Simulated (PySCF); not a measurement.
Isomers of C5H12O.

All values: PBE0/def2-SVPD (PySCF) at GFN2-xTB geometries, gas phase, one conformer each. Core orbitals are frozen in the response; Δα² is half the sum of the squared differences of the principal polarisabilities.

**Question.** Rank by HOMO–LUMO gap, lowest first.
A. `[CH3:1][CH2:2][CH2:3][CH2:4][O:5][CH3:6]` with C1–C2–C3–C4 179°, C2–C3–C4–O5 -59°, C3–C4–O5–C6 -72°
B. `[CH3:1][C:2]([CH3:3])([CH3:4])[CH2:5][OH:6]` with C2–C5–O6–H -61° (neopentyl alcohol)
C. `[CH3:1][CH:2]([CH3:3])[C@H:4]([CH3:5])[OH:6]` with C1–C2–C4–C5 180°, C2–C4–O6–H 64°

**Answer.** A (8.04 eV), B (8.23 eV), C (8.36 eV).

All values together:

```json
{"SMILES": "CC(C)[C@H](C)O", "μ (D)": "1.64", "HOMO (eV)": "-7.73", "LUMO (eV)": "0.64", "α (Å³)": "9.97", "Δα (Å³)": "1.62"}
{"SMILES": "CCCCOC", "μ (D)": "1.21", "HOMO (eV)": "-7.32", "LUMO (eV)": "0.71", "α (Å³)": "10.05", "Δα (Å³)": "2.00"}
{"SMILES": "COCC(C)C", "μ (D)": "1.06", "HOMO (eV)": "-7.41", "LUMO (eV)": "0.78", "α (Å³)": "10.16", "Δα (Å³)": "2.36"}
{"SMILES": "CC(C)(C)CO", "μ (D)": "1.69", "HOMO (eV)": "-7.76", "LUMO (eV)": "0.47", "α (Å³)": "9.94", "Δα (Å³)": "0.46"}
{"SMILES": "CCOC(C)C", "μ (D)": "1.16", "HOMO (eV)": "-7.29", "LUMO (eV)": "0.79", "α (Å³)": "10.18", "Δα (Å³)": "2.32"}
{"SMILES": "CC[C@H](C)OC", "μ (D)": "1.16", "HOMO (eV)": "-7.33", "LUMO (eV)": "0.80", "α (Å³)": "10.08", "Δα (Å³)": "1.85"}
```

Conformers: `[CH3:1][CH:2]([CH3:3])[C@H:4]([CH3:5])[OH:6]` with C1–C2–C4–C5 180°, C2–C4–O6–H 64°; `[CH3:1][CH2:2][CH2:3][CH2:4][O:5][CH3:6]` with C1–C2–C3–C4 179°, C2–C3–C4–O5 -59°, C3–C4–O5–C6 -72°; `[CH3:1][O:2][CH2:3][CH:4]([CH3:5])[CH3:6]` with C1–O2–C3–C4 -179°, O2–C3–C4–C5 64°; `[CH3:1][C:2]([CH3:3])([CH3:4])[CH2:5][OH:6]` with C2–C5–O6–H -61°; `[CH3:1][CH2:2][O:3][CH:4]([CH3:5])[CH3:6]` with C1–C2–O3–C4 -168°, C2–O3–C4–C5 -72°; `[CH3:1][CH2:2][C@H:3]([CH3:4])[O:5][CH3:6]` with C1–C2–C3–C4 -170°, C2–C3–O5–C6 -160°.
